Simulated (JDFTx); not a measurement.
Input for JDFTx (a modified build): hydrogen cyanide, CHN (SMILES C#N), charge 0, multiplicity 1, linear PCM (GLSSA13), ethanol, 0.5 M NaF; lengths in bohr, energies in hartree. This linear run has a cavity as tight as the nonlinear model's, a pairing that the parameters may not suit. The run starts from orbitals saved by an earlier run of the same system.

```
lattice \
  18.4248297151 0.0000000000 0.0000000000 \
  0.0000000000 14.6453774658 0.0000000000 \
  0.0000000000 0.0000000000 14.1729459347
coords-type Cartesian
ion C -0.0749195328 -0.0008497135 0.0000000000 0
ion N 2.0748648603 0.0008092912 -0.0000000000 0
ion H -2.0748648603 0.0008497135 0.0000000000 0
ion-species pseudo/c_pbe_v1.2.upf
ion-species pseudo/n_pbe_v1.2.upf
ion-species pseudo/h_pbe_v1.4.upf
elec-cutoff 20 100
elec-ex-corr gga-PBE
symmetries none
elec-n-bands 5
electronic-minimize nIterations 150 energyDiffThreshold 1e-7
fluid LinearPCM
pcm-variant GLSSA13
fluid-solvent Ethanol
fluid-cation Na+ 0.5
fluid-anion F- 0.5
fluid-minimize nIterations 400 knormThreshold 1e-11
wavefunction read s0.wfns 8
dump-name s4.$VAR
dump End State Ecomponents EigStats BandEigs Forces ElecDensity IonicPositions FluidDebug
```

The log closes as follows.

```
[...]
ElecMinimize: Iter:   8  Etot: -16.246678875233933  |grad|_K:  7.035e-07  alpha:  9.024e-01  linmin:  3.519e-03
ElecMinimize: Iter:   9  Etot: -16.246678911103341  |grad|_K:  3.384e-07  alpha:  8.897e-01  linmin: -5.762e-03
ElecMinimize: Iter:  10  Etot: -16.246678919389719  |grad|_K:  1.664e-07  alpha:  8.813e-01  linmin: -6.117e-03
ElecMinimize: Converged (|Delta Etot|<1.000000e-07 for 2 iters).

# Ionic positions in cartesian coordinates:
ion C  -0.074919532800000  -0.000849713500000   0.000000000000000 0
ion N   2.074864860300000   0.000809291200000   0.000000000000000 0
ion H  -2.074864860300000   0.000849713500000   0.000000000000000 0

# Forces in Cartesian coordinates:
force C  -0.037461826908108   0.000048960419963  -0.000000931970011 0
force N   0.059400530014328  -0.000004197330651   0.000000117352858 0
force H  -0.021794605974619  -0.000040371145990   0.000002401617178 0

# Energy components:
   A_diel =       -0.0274004474936971
   Eewald =        3.6674279496463060
       EH =       16.5724674123392752
     Eloc =      -43.2360271253342816
      Enl =        2.4448312461489241
      Exc =       -4.7342090169688626
 Exc_core =        0.1222979536087155
       KE =        8.9439331086639022
-------------------------------------
     Etot =      -16.2466789193897192


	eMin: -0.840864 at state 0 ( [ +0.000000 +0.000000 +0.000000 ] spin 0 )
	HOMO: -0.323801 at state 0 ( [ +0.000000 +0.000000 +0.000000 ] spin 0 )
```

The run took 11 electronic cycles (a count that differs between repeats, as do the digits past 10⁻⁶ Ha); the highest occupied level lies at -8.81 eV from the bulk liquid; the total lies -0.52 eV from the vacuum run at this geometry.
